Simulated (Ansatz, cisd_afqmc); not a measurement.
Species: NH2, charge -1, singlet. NH2- (parent SMILES [NH2], singlet).
B3LYP-D3(BJ)/def2-TZVP minimum from Ansatz (a quantum-chemistry and plane-wave program):
```
N
H 1 1.0353
H 1 1.0353 2 100.42
```
Charge -1, spin multiplicity 1.

Total energies in aug-cc-pVDZ, 8 correlated electrons, 1 frozen orbitals. UHF or UKS for unpaired electrons; spin-orbit terms are left out. Cores are frozen in correlated methods. No relativity. AFQMC/CISD: phaseless, guided by CISD from CCSD amplitudes; bars are statistical, one sigma. Outlying blocks are dropped, and bars are widened where a walk drifts. Over all cases where full CI ran beside it in this data, AFQMC minus full CI had a median of +0.1 mEh and passed +0.4 mEh in a tenth of the cases. The spin of H2N- (parent SMILES [NH2], singlet) was assumed, and the state is the lowest solution found for it.

```json
[
 {"method": "HF", "program": "Ansatz", "energy (Eh)": "-55.53558", "minus CCSDTQ (mEh)": "237.19"},
 {"method": "MP2", "program": "Ansatz", "energy (Eh)": "-55.75596", "minus CCSDTQ (mEh)": "16.80"},
 {"method": "CCSD", "program": "Ansatz", "energy (Eh)": "-55.76313", "minus CCSDTQ (mEh)": "9.64"},
 {"method": "CCSD(T)", "program": "Ansatz", "energy (Eh)": "-55.77177", "minus CCSDTQ (mEh)": "1.00"},
 {"method": "CCSDT(Q)", "program": "Ansatz", "energy (Eh)": "-55.77289", "minus CCSDTQ (mEh)": "-0.12"},
 {"method": "CCSDTQ", "program": "Ansatz", "energy (Eh)": "-55.77277", "minus CCSDTQ (mEh)": "0.00"},
 {"method": "AFQMC/CISD", "program": "cisd_afqmc", "energy (Eh)": "-55.7722 ± 0.0004", "minus CCSDTQ (mEh)": "0.5 ± 0.4"}
]
```

Rough core times of Ansatz's runs on a shared machine: CCSD(T) under 20 s, CCSDT(Q) under 20 s, CCSDTQ 5 min.
